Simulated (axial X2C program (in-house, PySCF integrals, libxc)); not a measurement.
LiSi⁺: cheaper levels and CCSD(T), 2c

Calculated with an in-house relativistic program for diatomic molecules. Two-component (2c) means X2C with spin–orbit coupling and atomic mean-field two-electron Coulomb and Gaunt terms. Basis: Si dyall-v3z [8s7p2d1f], Li dyall-cv3z [7s8p2d] (cores contracted in-house); Gaussian nuclei, density fitting, unrestricted open shells. Masses: Si 27.977 u, Li 7.016 u.

State: Ω = 2 (⟨Sz⟩ = 1.00, ⟨Lz⟩ = 1.00 at HF); fragments Si + Li+.

```
  level  Re (Å)  ωe (cm⁻¹)  De (eV)
   PBE0   2.765      265.1    0.745
     HF   2.799      263.6    0.639
    MP2   2.805      260.4    0.708
   CCSD   2.801      260.8    0.694
r2SCAN0   2.785      261.1    0.588
```

Correlated methods: 4 electrons correlated (number of frozen shells: Si 2 s, 1 p; Li 1 s), 144 virtual spin orbitals or spinors in MP2, 50 natural virtuals in coupled cluster.

CCSD(T), same Hamiltonian and basis:

Re = 2.803 Å, ωe = 260.4 cm⁻¹, De = 0.70 eV; T1 = 0.012 (Lee–Taylor normalisation).

Give the differences from CCSD(T) in the columns below.



| level | ΔRe (Å) | Δωe (cm⁻¹) | ΔDe (eV) |
| --- | --- | --- | --- |
| PBE0 | -0.038 | 4.7 | 0.04 |
| HF | -0.004 | 3.2 | -0.06 |
| MP2 | 0.002 | 0.0 | 0.01 |
| CCSD | -0.002 | 0.4 | -0.01 |
| r2SCAN0 | -0.018 | 0.7 | -0.11 |

The state is a single determinant with fixed occupations, the lowest that a limited PBE0 search found. De is counted from the lowest determinant-based energies of the atoms at the same level, without counterpoise correction. Density functionals use the spin component along the axis (collinear). Coupled cluster ran in a truncated set of natural virtual spinors; the MP2 energy of the rest was added. (T) has no such correction and the atoms are truncated less, which lowers De at CCSD(T) by a hundredth of an eV or more. The 2c atoms are single determinants rather than J levels; their spin–orbit lowering is only partly caught, and De is too large by that part. This holds for PBE0, MP2, CCSD, r2SCAN0, CCSD(T). Other states lie close and PBE0, whose exact exchange favours high spin, may order them wrongly; the determinant shown need not be the ground state. The nearest other 2c determinant of the search, Ω = 1, lies 0.26 eV up at the distance of the search. Without a current term, density functionals place determinants with orbital angular momentum somewhat too high. The atomic limit has a lower orbital projection than the molecule and lies lower at mean-field level, so De may be about a tenth of an eV too small. With several unpaired electrons one determinant need not be a pure state. Open-shell Ω = 0 determinants with evenly filled partner blocks cannot be reached by this program, so the Ω shown need not be the lowest component.
